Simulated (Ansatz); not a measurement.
Counterpoise correction, worked out

The pair of CH₄S (SMILES CS, atoms 1–6) and CH₄ (SMILES C, atoms 7–11), both closed shells, in one local arrangement (a lower one may exist), relaxed at PBE0-D4/def2-TZVP:

```xyz
11
angstrom
C -0.2727 0.0674 -1.8405
S 1.4992 0.3222 -1.6025
H -0.4681 -0.7612 -2.5198
H -0.6533 0.9839 -2.2915
H -0.7827 -0.0916 -0.8911
H 1.7687 -0.8763 -1.0627
C -0.2176 0.0715 2.0400
H 0.2045 0.1803 3.0385
H 0.4911 0.4476 1.3017
H -1.1465 0.6385 1.9784
H -0.4225 -0.9823 1.8494
```

Program: Ansatz 0.2.0. Basis: def2-TZVPPD. Cores are frozen in the correlated methods.

CCSD(T) total energies in eV:

| system | geometry | basis functions | energy |
| --- | --- | --- | --- |
| pair | pair | all | -13023.63127 |
| CH₄S | as in the pair | all (partner as ghosts) | -11923.17589 |
| CH₄ | as in the pair | all (partner as ghosts) | -1100.41663 |
| CH₄S | as in the pair | its own | -11923.16563 |
| CH₄ | as in the pair | its own | -1100.41222 |
| CH₄S | free (PBE0-D4 minimum) | its own | -11923.16575 |
| CH₄ | free (PBE0-D4 minimum) | its own | -1100.41235 |

**Question.** Work out the interaction energy with and without the counterpoise correction, the superposition error, and the binding energy from the relaxed fragments.

**Answer.** Without correction: -13023.63127 − (-11923.16563) − (-1100.41222) = -0.05342 eV.
With correction (each fragment in the whole basis): -13023.63127 − (-11923.17589) − (-1100.41663) = -0.03875 eV = -0.89 kcal/mol.
The superposition error is the difference, 0.01467 eV, 27 % of the uncorrected value: each fragment borrows its partner's functions.
Deformation from the free shapes: 0.00012 eV for CH₄S and 0.00013 eV for CH₄.
Binding energy from relaxed fragments: -0.03875 + 0.00012 + 0.00013 = -0.03850 eV = -0.89 kcal/mol (electronic, without zero-point energy; negative means bound). For comparison, the corrected interaction energy by CCSD(T) at an estimated basis limit (MP2 extrapolated from triple and quadruple zeta, plus CCSD(T) − MP2 in triple zeta) is -0.046 eV; triple zeta with the correction binds less.

T1 diagnostic: at most 0.010.

For scale, one of the runs: CCSD(T)/def2-TZVPPD, 261 basis functions, launched by `ansatz run in.yaml --threads 4 --pin off --events-out ev --progress --plain --max-ram 9574MiB`. Hardware: 4 CPU threads of an Arm Neoverse V1, shared host. Wall time 100 s; peak host memory 6.1 GiB.
